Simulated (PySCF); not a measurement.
# Solver options tried on NaO⁺ (triplet)

Aim: find out which solver settings change the answer for NaO⁺ (triplet).

Program: PySCF 2.14.0. Level of theory: each script names its method and basis. These are calculated values, not measurements.

2 further runs of the same task are left out: 2 that didn't finish.

### Step 1. The starting structure

NaO⁺ (triplet): 2 atoms, charge 1, spin multiplicity 3.

Bond lengths: Na1–O2 2.116 Å.

### Step 2. The run that the others are compared with

Contents of input.py:

```python
from pyscf import gto, scf

mol = gto.M(
    atom='Na 0 0 0; O 0 0 2.116',
    basis='aug-cc-pvdz',
    charge=1,
    spin=2,
    verbose=4,
)
mf = scf.UHF(mol)
mf.kernel()
mf.nuc_grad_method().kernel()
mf.dip_moment()
print('orbital energies (hartree):', [e[max(0, n-3):n+3].round(4) for e, n in zip(mf.mo_energy, mol.nelec)])
```

The run is started by

```sh
$ OMP_NUM_THREADS=1 python input.py
```

The log of this run is left out.

It gives: E(SCF) = -236.470881 Eh, 9 cycles, ⟨S²⟩ = 2.008, gradient on the second atom -0.0267 Eh/bohr.

The bond length is a typed value, not an optimised one. The dipole of an ion depends on the origin. The triplet is typed in the script; nothing here shows that it is the ground state.

### Step 3. Convergence threshold 1e-05 hartree

Run 1 changes convergence threshold: default → 1e-05 hartree.

Contents of input.py:

```python
from pyscf import gto, scf

mol = gto.M(
    atom='Na 0 0 0; O 0 0 2.116',
    basis='aug-cc-pvdz',
    charge=1,
    spin=2,
    verbose=4,
)
mf = scf.UHF(mol)
mf.conv_tol = 1e-05
mf.kernel()
mf.nuc_grad_method().kernel()
mf.dip_moment()
print('orbital energies (hartree):', [e[max(0, n-3):n+3].round(4) for e, n in zip(mf.mo_energy, mol.nelec)])
```

The run is started by

```sh
$ OMP_NUM_THREADS=1 python input.py
```

### Step 4. Second-order solver on

Run 2 changes second-order solver: off → on.

Changes to input.py since step 2:

```diff
@@ -10,2 +10,3 @@
 mf = scf.UHF(mol)
+mf = mf.newton()
 mf.kernel()
```

### Step 5. Cycle limit 200

Run 3 changes cycle limit: 50 → 200.

Changes to input.py since step 2:

```diff
@@ -10,2 +10,3 @@
 mf = scf.UHF(mol)
+mf.max_cycle = 200
 mf.kernel()
```

**Question.** What will these runs give? Wanted: for each run, E(SCF); from base; gap, α spin.

**Answer**, as computed:

```tsv
run	E(SCF) (hartree)	from base (eV)	cycles	gap, α spin (eV)
base	-236.470881	0	9	19.04
convergence threshold 1e-05 hartree	-236.470881	0.0000	6	19.04
second-order solver on	-236.470881	0.0000	3 macro	19.04
cycle limit 200	-236.470881	0.0000	9	19.04
```

Distance from each run's final energy (log10 hartree) by cycle:

```tsv
run	cycle 1	cycle 2	cycle 3	cycle 5	cycle 8	cycle 12
base	-1.4	-2.4	-3.2	-5.5	-9.8	done
convergence threshold 1e-05 hartree	-1.4	-2.4	-3.2	-5.5	done	done
second-order solver on	-5.4	< -11	< -11	done	done	done
cycle limit 200	-1.4	-2.4	-3.2	-5.5	-9.8	done
```

**Reading.** With convergence threshold 1e-05 hartree or second-order solver on or cycle limit 200 the SCF ends at the base energy.
